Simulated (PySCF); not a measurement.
# Bonding in ethyl propyl ether

Compound: ethyl propyl ether, C5H12O.
SMILES with atom numbers: `[CH3:1][CH2:2][CH2:3][O:4][CH2:5][CH3:6]` (hydrogens: H7, H8, H9 on C1; H10, H11 on C2; H12, H13 on C3; H14, H15 on C5; H16, H17, H18 on C6)

Geometry (PBE0-D3(BJ)/def2-SVP, Å), atoms numbered from 1 in this order:
```
atom  x, y, z in Å
C1    -2.945   -0.447   -0.429
C2    -1.733    0.355    0.011
C3    -0.429   -0.382   -0.201
O4     0.630    0.420    0.228
C5     1.886   -0.174    0.081
C6     2.943    0.777    0.590
H7    -2.894   -0.702   -1.500
H8    -3.877    0.116   -0.270
H9    -3.031   -1.392    0.131
H10   -1.809    0.618    1.079
H11   -1.680    1.311   -0.536
H12   -0.310   -0.645   -1.275
H13   -0.440   -1.346    0.354
H14    1.928   -1.134    0.639
H15    2.073   -0.426   -0.985
H16    2.917    1.719    0.023
H17    3.946    0.336    0.489
H18    2.769    1.012    1.650
```

Bond orders from the PBE0/pcSseg-1 density (PySCF). Geometry: PBE0-D3(BJ)/def2-SVP, one conformer, isolated molecule.

Where do the orders between heavy atoms depart from those drawn in the SMILES?

The largest departure is 0.076, at O4–C5 (drawn single, 0.924) and C3–O4 (drawn single, 0.926).

Give the Mayer order of every bond between heavy atoms, beside its length.

```json
{"bond": "C1–C2", "drawn as": "single", "length (Å)": "1.519", "Mayer order": "1.049"}
{"bond": "C2–C3", "drawn as": "single", "length (Å)": "1.513", "Mayer order": "1.030"}
{"bond": "C3–O4", "drawn as": "single", "length (Å)": "1.396", "Mayer order": "0.926"}
{"bond": "O4–C5", "drawn as": "single", "length (Å)": "1.397", "Mayer order": "0.924"}
{"bond": "C5–C6", "drawn as": "single", "length (Å)": "1.510", "Mayer order": "1.071"}
```

By pair of heavy elements: C–C: lowest C2–C3 (1.030, 1.513 Å), highest C5–C6 (1.071, 1.510 Å). C–O: all 2 within 0.02 of one another (0.924 to 0.926).

And the bonds to hydrogen?

C–H: 0.94 to 0.97 (12 bonds).

Sum the orders of all bonds at each heavy atom with more than one neighbour and set the sums beside the valence in the SMILES.

C1 3.948 (drawn 4), C2 3.979 (drawn 4), C3 3.834 (drawn 4), O4 1.850 (drawn 2), C5 3.874 (drawn 4), C6 3.957 (drawn 4). Orders between atoms that aren't bonded are not in these sums.

The Mayer order sums products of elements of PS (density times overlap matrix) between the two atoms' basis functions, so it depends on the basis set.
